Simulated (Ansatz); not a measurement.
A run of Ansatz (development build ahead of 0.2.0) on quartet PN(-) in separate pieces at this shape:

| atom | x (Å) | y (Å) | z (Å) |
| --- | --- | --- | --- |
| P | 0.0000 | 0.0000 | 0.0000 |
| N | 0.0000 | 0.0000 | 5.0960 |

Its results:

* Converged: yes
* Total energy: -395.65986 hartree
* Spin squared of the determinant: 3.750
* Stability test: minimum among restricted orbitals

Question: Which input gives this output? Name the method, the orbitals and the basis set, and write the input.

Answer: PBE0 (restricted open-shell) in pcseg-2.

```yaml
crystal:
  periodic: [false, false, false]
  atoms:
    - { symbol: P, position_ang: [0.0, 0.0, 0.0] }
    - { symbol: "N", position_ang: [0.0, 0.0, 5.096] }
basis:
  gaussian: { orbitals: pcseg-2 }
total_charge: -1
magnetization:
  initial_magnetization: 3
hamiltonian:
  xc: pbe0
```

Caution: stretched shape with no unrestricted run beside it, a lower state can exist; no diffuse functions for an anion; charge can spread falsely over distant fragments.
